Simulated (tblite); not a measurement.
Compound: C3H5O (doublet state).
SMILES with atom numbers: `[OH:1][C:2]1[CH2:3][CH2:4]1` (hydrogens: H5 on O1; H6, H7 on C3; H8, H9 on C4)

Structure optimised with GFN2-xTB, isolated species. This method treats the open shell by occupation alone, without spin polarisation.

Problem. What internal coordinates does the optimisation give?

Solution. 
```
                  bond  length (pm)   order
                 O1–C2        136.2  single
          C2–C3, C2–C4        147.2  single
                 C3–C4        152.7  single
                 O1–H5         96.5  single
C3–H6 and 3 like bonds        108.2  single
```

Bonds in one row agree within 1 pm and their mean is given. Orders are formal, as drawn. A selection of angles:
```
   angle  degrees
C2–O1–H5    110.4
O1–C2–C3    126.0
O1–C2–C4    127.9
C3–C2–C4     62.5
C2–C3–C4     58.8
C2–C3–H6    119.1
C4–C3–H6    118.9
C4–C3–H7    117.3
H6–C3–H7    113.5
```

Torsions: O1–C2–C3–C4 119° (anticlinal); O1–C2–C4–C3 -116° (anticlinal); H5–O1–C2–C3 -132° (anticlinal). The mirror-image conformer, all signs reversed, is as good.

C2 (carbon bonded to 2 C and O) is pyramidal (angles 127.9°, 126.0° and 62.5°, sum 316.4°, 0.50 Å off the plane of its three neighbours). The 3-membered ring C2–C3–C4 has internal angles of 58.7° to 62.5°. The C–C distances run from 1.470 Å (C2–C3, drawn single) to 1.527 Å (C3–C4, drawn single), a spread of 0.057 Å.

Its GFN2-xTB frequencies are all real (lowest 307 cm⁻¹). Torsions: H–O1–C2–C3 -132°.

On Arm Neoverse V1, one thread, no GPU, on a shared host, this took 0.34 s. That covers the optimisation of the geometry.

These are computed values.
